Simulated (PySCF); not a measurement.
Molecule: `InChI=1S/C5H6/c1-3-5-4-2/h3,5H,1-2H2`.

Atom-mapped SMILES (the numbers label the heavy atoms): `[CH2:1]=[C:2]=[CH:3][CH:4]=[CH2:5]` (H(Xn): hydrogen on atom n). Ha(C5) is cis to C3; Hb(C5) is trans to C3.

Spin–spin couplings on one PBE0-D3(BJ)/def2-SVP geometry, PySCF 2.14, gas phase, non-relativistic, equivalent pairs averaged (without the spin–dipole term); isotopes 1H; basis pcJ-1.

Reference values (Hz): 3J(H(C4),Hb(C5)) = 10.1 (measured; solution (compiled); Pretsch, Buehlmann, Badertscher, Structure Determination of Organic Compounds, 4th ed., Springer 2009); 3J(H(C4),Ha(C5)) = 17.2 (measured; solution (compiled); Pretsch, Buehlmann, Badertscher, Structure Determination of Organic Compounds, 4th ed., Springer 2009); 2J(Ha(C5),Hb(C5)) = 1.6 (measured; solution (compiled); Pretsch, Buehlmann, Badertscher, Structure Determination of Organic Compounds, 4th ed., Springer 2009).

**Question.** How do the couplings (Hz) change with the functional? Times are CPU seconds on shared hosts with different chips, so compare them loosely.

**Answer.** 
| functional | functions | 3J(H(C4),Hb(C5)) | 3J(H(C4),Ha(C5)) | 2J(Ha(C5),Hb(C5)) | mean abs. error | core-s |
| --- | --- | --- | --- | --- | --- | --- |
| LDA | 195 | 8.6 | 13.2 | 2.2 | 2.0 | 9.8 |
| PBE | 195 | 10.2 | 16.9 | 1.9 | 0.2 | 13 |
| KT2 | 195 | 12.8 | 22.7 | 0.2 | 3.2 | 13 |
| B3LYP | 195 | 11.4 | 18.2 | 1.6 | 0.8 | 18 |
| PBE0 | 195 | 11.4 | 18.1 | -0.6 | 1.1 | 13 |
| B97-2 | 195 | 10.1 | 16.2 | 0.6 | 0.7 | 13 |
| BHandHLYP | 195 | 14.2 | 21.4 | -2.4 | 3.0 | 15 |
| CAM-B3LYP | 195 | 12.1 | 18.4 | 0.8 | 1.3 | 19 |

Errors compare magnitudes, without vibrational corrections, and the largest couplings weigh most in the mean. Closest: PBE; furthest: KT2. Left out for a near triplet instability: HF/pcJ-1.
